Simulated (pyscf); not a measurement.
H₃C–N(CH₃)–Si(OH)(OH)–OH + H• → H₃C–N(CH₃)–Si(O•)(OH)–OH + H₂, a hydrogen abstraction (doublet surface; H–O broken, H–H formed). PySCF, gas phase, ωB97X-D3(BJ)/def2-SVP geometries. Energies in kcal/mol from the separated reactants.

Small-basis levels: PySCF, no dispersion term, spherical d functions. Open shells are spin-unrestricted. 

Problem. Quick HF/STO-3G single points give ΔE‡ = -7.3 kcal/mol and ΔE = -13.8 kcal/mol. What does ωB97M-D3(BJ)/def2-TZVP give, and how far is the quick result from it?

Solution. ωB97M-D3(BJ)/def2-TZVP gives ΔE‡ = 20.8 kcal/mol and ΔE = +10.8 kcal/mol. HF/STO-3G lies 28.0 kcal/mol under it in the barrier and 24.6 kcal/mol under it in the reaction energy, so on this step it does not hold to within 3.0 kcal/mol. At HF/STO-3G this geometry lies under one side, so its ΔE‡ may be no barrier of that level. ωB97M-D3(BJ)/def2-TZVP has limits of its own. H₃C–N(CH₃)–Si(O•)(OH)–OH lies 20.6 kcal/mol over its isomer •H₂C–N(CH₃)–Si(OH)(OH)–OH (electronic energy, ωB97M-D3(BJ)/def2-TZVP). This is the saddle that the search found; another between the same sides may lie lower. The angle at the transferred H is 161°.
